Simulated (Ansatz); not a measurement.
Species: C3H4, charge 0, singlet. C3H4 (prop-1-yne, SMILES C#CC).
B3LYP-D3(BJ)/def2-TZVP minimum from Ansatz (a quantum-chemistry and plane-wave program):
```xyz
7

C     -0.0011    -0.0004     0.2181
C     -0.0068    -0.0029     1.4176
C      0.0060     0.0025    -1.2360
H     -0.0119    -0.0051     2.4795
H      0.0152     1.0232    -1.6237
H      0.8874    -0.5130    -1.6226
H     -0.8790    -0.5002    -1.6311
```

Total energies in cc-pVDZ, 16 correlated electrons, 3 frozen orbitals. UHF or UKS for unpaired electrons; spin-orbit terms are left out. Correlated methods leave the cores frozen. No relativity.

```json
[
 {"method": "HF", "program": "Ansatz", "energy (Eh)": "-115.87438", "minus CCSDT(Q) (mEh)": "442.36"},
 {"method": "MP2", "program": "Ansatz", "energy (Eh)": "-116.26983", "minus CCSDT(Q) (mEh)": "46.90"},
 {"method": "CCSD", "program": "Ansatz", "energy (Eh)": "-116.29923", "minus CCSDT(Q) (mEh)": "17.50"},
 {"method": "CCSD(T)", "program": "Ansatz", "energy (Eh)": "-116.31489", "minus CCSDT(Q) (mEh)": "1.84"},
 {"method": "CCSDT(Q)", "program": "Ansatz", "energy (Eh)": "-116.31674", "minus CCSDT(Q) (mEh)": "0.00"}
]
```

Rough core times of Ansatz's runs on a shared machine: CCSD(T) under 20 s, CCSDT(Q) 2 min.
